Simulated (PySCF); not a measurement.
**Working out the ionisation energy of S**

S [Ne] 3s2 3p4 (3P) → S⁺ [Ne] 3s2 3p3 (4S). All numbers are calculated (PySCF 2.14, no relativity, point nucleus, in def2-SVP (4s3p1d, 18 functions)). Frozen: [Ne]. Energies in hartree (1 hartree = 27.21139 eV):

| part | S (lower) | S⁺ (upper) |
| --- | --- | --- |
| UHF | -397.366396 | -397.028660 |
| CCSD correlation | -0.100377 | -0.086684 |
| (T) | -0.001125 | -0.000954 |

Q: What does Hartree-Fock give?

A: (-397.028660) − (-397.366396) = 0.337736 hartree = 9.190 eV.

Q: What do CCSD and CCSD(T) give?

A: The CCSD correlation energies differ by 0.013693 hartree = 0.373 eV and the triples by 0.000171 hartree = 0.005 eV, so CCSD gives 9.563 eV and CCSD(T) 9.568 eV.

Measured between the centres of the two terms (NIST): 10.336 eV, so CCSD(T) (valence) is off by -0.768 eV.

A double-zeta basis recovers only part of the correlation energy.

What remains against the reference includes basis incompleteness, the frozen core and higher excitations.
